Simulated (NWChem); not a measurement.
**Correlation energy of ethylene (C2H4)**

```
C
C 1 1.3406
H 1 1.1026 2 121.77
H 1 1.1026 3 116.47 2 180.00
H 2 1.1026 1 121.77 3 180.00
H 2 1.1026 5 116.47 1 180.00
```
Charge 0, spin multiplicity 1.

Everything below was run with NWChem. The geometry was optimised at PBE/def2-SVP, a minimum by its harmonic frequencies.

Basis set: def2-TZVP. Each correlation energy counts from its own Hartree-Fock reference.

The correlated methods keep 2 core orbitals frozen. No row is a measurement; the coupled-cluster row has its own basis-set and correlation limits.

| method | correlation energy (mHa) |
|---|---|
| MP2 | … |
| SCS-MP2 | -329.5 |
| CR-CCSD[T] | … |
| CR-CCSD(T) | … |
| CCSD | -351.5 |
| CCSD+T(CCSD) | … |
| CCSD(T) | -366.1 |

Question: Some entries are withheld; supply them.

Answer: 
- MP2, correlation energy (mHa): -325.1
- CR-CCSD[T], correlation energy (mHa): -363.7
- CR-CCSD(T), correlation energy (mHa): -363.4
- CCSD+T(CCSD), correlation energy (mHa): -366.6
